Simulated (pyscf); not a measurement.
Optimised with ωB97X-D3(BJ)/def2-SVP in PySCF.

Q: PBE/def2-TZVP puts the barrier of Cl–Ti(Cl)(Cl)–Cl + NH₃ → HCl + H₂N–Ti(Cl)(Cl)–Cl (four-centre exchange; singlet surface; Cl–Ti, H–N broken, Cl–H, N–Ti formed) at 84.6 kJ/mol and the reaction energy at +74.4 kJ/mol, from the separated reactants. What do r²SCAN/def2-TZVP, B3LYP-D3(BJ)/def2-TZVP, ωB97M-D3(BJ)/def2-TZVP give on the same structures?

A: r²SCAN: ΔE‡ = 83.7 kJ/mol, ΔE = +75.1 kJ/mol; B3LYP-D3(BJ): ΔE‡ = 86.6 kJ/mol, ΔE = +71.3 kJ/mol; ωB97M-D3(BJ): ΔE‡ = 89.8 kJ/mol, ΔE = +62.3 kJ/mol. PBE's barrier matches one of them and lies within 5.2 kJ/mol of the others. Its reaction energy matches one of them and lies within 12.1 kJ/mol of the others. On the reactant side the descent ends in an adduct with a N–Ti contact, 59.5 kJ/mol under the separated species and 145.5 kJ/mol under the saddle at ωB97X-D3(BJ)/def2-TZVP. What is counted as formed (N–Ti) is already present as a longer contact in the reactant adduct; forming that adduct is a step of its own. This is the saddle that the search found; another between the same sides may lie lower.
